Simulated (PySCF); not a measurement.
## Reproducing measurements on 1-chloro-1-propene(E)

**What was measured.**

From NIST CCCBDB Release 22 (SRD 101), experimental dipoles, for the gas: dipole moment (dielectric constant and refractivity) 1.97 D.

The results are set against them at the end.

Species: 1-chloro-1-propene(E), C3H5Cl.
Numbering: `[CH3:1]/[CH:2]=[CH:3]/[Cl:4]` (hydrogens: H5, H6, H7 on C1; H8 on C2; H9 on C3)

Geometry (PBE0-D3(BJ)/def2-SVP, Å), atoms numbered from 1 in this order:
```
atom  x, y, z in Å
C1    -1.201    0.040    0.018
C2     0.204   -0.459    0.055
C3     1.274    0.326   -0.065
Cl4    2.895   -0.271   -0.021
H5    -1.246    1.131   -0.117
H6    -1.735   -0.212    0.949
H7    -1.765   -0.430   -0.806
H8     0.361   -1.535    0.189
H9     1.213    1.409   -0.202
```

Runs made with PySCF (gas phase, on this PBE0-D3(BJ)/def2-SVP geometry; no spin–orbit coupling):

| level | job | basis functions |
| --- | --- | --- |
| PBE0-D3(BJ)/def2-SVP, grid level 1 | geometry optimisation from an MMFF94s start | 85 |
| CAM-B3LYP/pcSseg-2 | shieldings | 221 |
| PBE0/pcSseg-1 | shieldings, charges and field gradients | 100 |
| CAM-B3LYP/def2-SVPD | 10 singlets by full TDDFT, 4 Tamm–Dancoff triplets, polarisability, ΔSCF ions | 127 |
| BHandHLYP/def2-SVPD | 10 singlets by full TDDFT, 4 Tamm–Dancoff triplets, polarisability, ΔSCF ions | 127 |
| HF/def2-SVPD | 10 singlets by TDHF, 4 Tamm–Dancoff triplets, polarisability, ΔSCF ions | 127 |
| LC-wPBE/def2-SVPD | 10 singlets by full TDDFT, 4 Tamm–Dancoff triplets, polarisability, ΔSCF ions | 127 |
| LDA/def2-SVPD | 10 singlets by full TDDFT, 4 Tamm–Dancoff triplets, polarisability, ΔSCF ions | 127 |
| PBE0/def2-SVPD | 10 singlets by full TDDFT, 4 Tamm–Dancoff triplets, polarisability, ΔSCF ions | 127 |
| PBE0/def2-TZVP | 10 singlets by full TDDFT, 4 Tamm–Dancoff triplets, polarisability | 160 |
| PBE0/6-31+G* | 10 singlets by full TDDFT, 4 Tamm–Dancoff triplets, polarisability | 86 |
| PBE0/def2-TZVPD | 10 singlets by full TDDFT, 4 Tamm–Dancoff triplets, polarisability | 202 |

All basis functions are spherical.

Results beside the measurements:

**Dipole moment.** Measured: 1.97 D (NIST CCCBDB Release 22 (SRD 101), experimental dipoles).

| level | computed (D) | computed − measured (D) | % (from the printed values) |
| --- | --- | --- | --- |
| PBE0-D3(BJ)/def2-SVP | 1.81 | -0.16 | -8 |
| CAM-B3LYP/pcSseg-2 | 2.01 | +0.04 | +2 |
| PBE0/pcSseg-1 | 2.02 | +0.05 | +3 |
| CAM-B3LYP/def2-SVPD | 2.03 | +0.06 | +3 |
| BHandHLYP/def2-SVPD | 2.07 | +0.10 | +5 |
| HF/def2-SVPD | 2.20 | +0.23 | +12 |
| LC-wPBE/def2-SVPD | 2.09 | +0.12 | +6 |
| LDA/def2-SVPD | 1.97 | 0.00 | 0 |
| PBE0/def2-SVPD | 2.02 | +0.05 | +3 |
| PBE0/def2-TZVP | 1.91 | -0.06 | -3 |
| PBE0/6-31+G* | 2.05 | +0.08 | +4 |
| PBE0/def2-TZVPD | 1.97 | 0.00 | 0 |

12 of the 18 levels run are shown, the closest and the furthest among them. The computed dipoles belong to one fixed geometry; measured ones are averaged over vibrations unless marked μe. Magnitudes are compared, not signs.

No measured geometry was used, and the causes of the misses weren't examined.
